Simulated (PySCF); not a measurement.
# Functional dependence of a UV spectrum

Compound: CO2.
InChI=1S/CO2/c2-1-3

Linear-response calculations in the def2-SVPD basis (PySCF; singlets by full response, triplets Tamm–Dancoff, core orbitals frozen in the response; HF means time-dependent Hartree–Fock). 'Strongest' is the level of largest summed f among the singlets computed (10 roots, of which the last may lack a degenerate partner); it can jump between rows when another state enters that window. S1 is the lowest singlet of each run and needn't be the same state throughout; f(S1) is that of one state. Geometry: PBE0-D3(BJ)/def2-SVP; no solvent, vibrations or thermal averaging.

| functional | kind | S1 (eV) | f(S1) | strongest (eV) | T1 (eV) | HOMO (eV) | gap (eV) | ionisation energy, ΔSCF (eV) |
| --- | --- | --- | --- | --- | --- | --- | --- | --- |
| LDA | LDA | 8.68 | 0.000 | 11.35 | 7.85 | -9.41 | 8.60 | 14.15 |
| PBE | GGA | 8.49 | 0.000 | 11.09 | 7.79 | -9.18 | 8.42 | 13.79 |
| B3LYP | global hybrid, 20% exact exchange | 8.82 | 0.000 | 11.58 | 7.78 | -10.56 | 10.16 | 13.94 |
| PBE0 | global hybrid, 25% exact exchange | 8.90 | 0.000 | 11.84 | 7.83 | -10.83 | 10.78 | 13.88 |
| BHandHLYP | global hybrid, 50% exact exchange | 8.93 | 0.000 | 12.32 | 7.87 | -12.42 | 12.78 | 13.80 |
| CAM-B3LYP | range-separated hybrid | 8.79 | 0.000 | 11.76 | 7.79 | -12.30 | 12.80 | 14.02 |
| wB97X-D | range-separated hybrid | 8.89 | 0.000 | 11.97 | 7.94 | -12.76 | 14.28 | not settled |
| LC-wPBE | range-separated hybrid | 8.81 | 0.000 | 12.02 | 7.83 | -13.62 | 15.16 | 14.10 |
| HF | Hartree–Fock | 9.24 | 0.000 | 13.30 | 8.06 | -14.96 | 16.71 | not settled |

S1 runs from 8.49 eV (PBE) to 9.24 eV (HF), a spread of 0.75 eV, while the orbital gap spreads over 8.3 eV. Along PBE (0%), B3LYP (20%), PBE0 (25%), BHandHLYP (50%), HF (100%) S1 rises with the share of exact exchange. −ε(HOMO) comes closest to its own ΔSCF ionisation energy with LC-wPBE (-0.48 eV) and misses most with LDA (-4.74 eV). 'Not settled' means that the ion's SCF failed to converge or may have ended in another state than the lowest.
